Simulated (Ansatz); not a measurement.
Ideal-gas functions of H₅OPSi, SMILES `[SiH3]OP` at 500 K and 1 bar, from an Ansatz frequency run at PBE0-D4/def2-TZVP.

Molar mass 80.1 g/mol, point group C1 (symmetry number 1), electronic degeneracy 1, moments of inertia 15.123, 155.715, 160.759 u Å². Harmonic wavenumbers (cm⁻¹, unscaled): 26, 82, 156, 628, 717, 728, 902, 930, 945, 959, 988, 1079, 1129, 2228, 2229, 2256, 2359, 2374.

Use S(trans) = R[1.5 ln M + 2.5 ln T − 1.1517]; rotational temperatures θ = 24.2544 K / I; S(rot) = R[ln(√π/σ · √(T³/θAθBθC)) + 1.5]; for each mode x = 1.438777 ν̃/T, S = R[x/(eˣ − 1) − ln(1 − e⁻ˣ)] and H = RT x/(eˣ − 1); 1 cm⁻¹ = 0.0119627 kJ/mol; R = 8.31446 J/(mol·K).

Task: By hand: the entropy, in J/(mol·K).

Result: Translation 174.3. Rotation: θ = 1.6038, 0.1558, 0.1509 K, giving 108.4. Vibration, mode by mode: 29.87, 20.34, 15.04, 4.44, 3.63, 3.54, 2.38, 2.24, 2.16, 2.09, 1.96, 1.59, 1.42, 0.10, 0.10, 0.09, 0.07, 0.07, in all 91.2. Electronic 0.0. Sum 373.9 J/(mol·K).

Task: By hand: H − E and G − E in kJ/mol, counted from the electronic energy.

Result: Zero-point energy ½ × 20715 × 0.0119627 = 123.9; thermal vibration 20.3; translation, rotation and pV give 4 RT = 16.6. H − E = 160.8 kJ/mol, and G − E = 160.8 − 500 × 373.9/1000 = -26.2 kJ/mol.

Vibration gives 24 % of the entropy, 50.2 J/(mol·K) of it from the modes under 150 cm⁻¹: soft modes count most, and the harmonic formula is weakest for them. The sum counts one conformer and one mirror image; others add a mixing term.
